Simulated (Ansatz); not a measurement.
We consider HgS (P3₂21, No. 154), described by PBE0+SOC (Ansatz, a quantum-chemistry and plane-wave program, PAW).

Numerical settings: plane-wave cutoff 460 eV, 6×6×4 k mesh (along the axes of the cell as run), Fermi–Dirac smearing 0.01 eV, PAW data made under PBE.

Cell (measured lattice):

```xyz
6
Lattice="2.0725 -3.5897 0.0000 2.0725 3.5897 0.0000 0.0000 0.0000 9.4960" Properties=species:S:1:pos:R:3 pbc="T T T"
Hg     1.4918    -2.5838     6.3307
Hg     1.4918     2.5838     3.1653
Hg     1.1614     0.0000     0.0000
S      1.0132    -1.7550     1.5827
S      1.0132     1.7550     7.9133
S      2.1185     0.0000     4.7480
```

### Question
Estimate the band gap and smallest direct gap on the k points sampled that the calculation returns.

### Answer

- band gap: 2.91 eV (indirect)
- smallest direct gap on the k points sampled: 2.97 eV

Note: cell and atoms aren't relaxed at this level (pressure 1.8 GPa).
